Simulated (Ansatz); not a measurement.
**C2O (SMILES C1#CO1): molecular dynamics**

The task is to watch the atoms for 40 steps of 0.5 fs, started with velocities for 100 K and run with a Langevin thermostat.

The runs use Ansatz 0.2.0, Gaussian basis; PBE0-D4/STO-3G.

## 1. The starting structure

SMILES `C1#CO1`, 3 atoms, charge 0, spin multiplicity 1.

Atoms are counted from 1 here; the program's logs count them from 0.

Bond lengths: C1–C2 1.461 Å, C1–O3 1.310 Å, C2–O3 1.311 Å. Angles: C2–C1–O3 56.1°, C1–C2–O3 56.1°, C1–O3–C2 67.7°.

Geometry (Å):

```xyz
3

C     0.6766   -0.3013    0.3410
C    -0.2259    0.7827   -0.0386
O    -0.4507   -0.4814   -0.3024
```

## 2. The run

Contents of md/in.yaml:

```yaml
crystal:
  periodic: [false, false, false]
  atoms:
    - {symbol: C, position_ang: [0.676570, -0.301250, 0.340990]}
    - {symbol: C, position_ang: [-0.225900, 0.782680, -0.038630]}
    - {symbol: O, position_ang: [-0.450660, -0.481420, -0.302370]}
basis:
  gaussian: {orbitals: STO-3G}
hamiltonian: {xc: pbe0, dispersion: d4}
md: {n_steps: 40, timestep: 0.5, temperature: 100, ensemble: nvt_langevin, seed: 140, friction: 0.01, initial_velocities: maxwell_boltzmann}
```

Command:

```sh
> ansatz run in.yaml --threads 2 --pin off --events-out ev --progress --plain --max-ram 3481MiB
```

Before running it: what results should come out? Wanted: temperature at the start; mean temperature, second half; lowest and highest potential energy, from the first frame; largest change of potential + kinetic.

The runs gave:

| quantity | value |
| --- | --- |
| length | 40 steps, 20.0 fs |
| temperature at the start | 67 K |
| mean temperature, second half | 847 K |
| lowest and highest potential energy, from the first frame | -725 and 0 meV |
| largest change of potential + kinetic | 175.9 meV |

The system runs downhill by 0.73 eV, and that energy turns into motion. The thermostat trades energy with the molecule, so the sum of potential and kinetic energy isn't conserved: it changes by -176 meV over the run. The mean temperature of the second half is still well above the 100 K set. The temperature runs between 30 and 1913 K. The molecule keeps its bonds. Under Langevin the temperature counts 3N degrees of freedom, more than the drawn velocities fill, so it starts at 67 K, not 100 K.
